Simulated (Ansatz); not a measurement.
Cartesian coordinates (Å):
```xyz
2

O      0.4865     0.0000     0.0000
H     -0.4865     0.0000     0.0000
```
Charge 0, spin multiplicity 2.

Calculation: frozen-core CCSD(T)/cc-pVTZ // PBE0-D4/def2-TZVP run with Ansatz (an electronic-structure program).

| Item | Value |
|---|---|
| HF energy | -75.41913 Ha |
| MP2 correlation energy | -0.19975 Ha |

### Question
Estimate the CCSD correlation energy, the (T) correction, the total energy and the T1 diagnostic.

### Answer

| Item | Value |
|---|---|
| CCSD correlation energy | -0.21349 Ha |
| (T) correction | -0.00510 Ha |
| CCSD(T) total energy | -75.63772 Ha |
| T1 diagnostic | 0.007 |
